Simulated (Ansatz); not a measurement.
Two shapes of singlet NF3.

Shape 1:

```xyz
4

N    -0.0047    0.0139    0.5150
F     1.2402   -0.0272   -0.1564
F    -0.5929    1.0120   -0.0995
F    -0.5885   -1.0924   -0.0959
```

Shape 2:

```xyz
4

N     0.0000    0.0000    0.4298
F     1.1200    0.0000   -0.1114
F    -0.5600    0.9699   -0.1114
F    -0.5600   -0.9699   -0.1114
```

Basis set: cc-pVDZ (spherical functions). Left uncorrelated: 4 orbitals. Charge 0, multiplicity 1.

Computed with Ansatz (development build ahead of 0.2.0); each method stands on the lowest determinant of its kind that the runs found.

Question: Which shape is lower in energy, and by how much in each method?

Answer:

```tsv
method	E(2) − E(1) (eV)
RHF	0.366
RHF-MP2	1.260
```

Shape 1 is lower. Caution: no unrestricted run beside it, a lower state can exist.
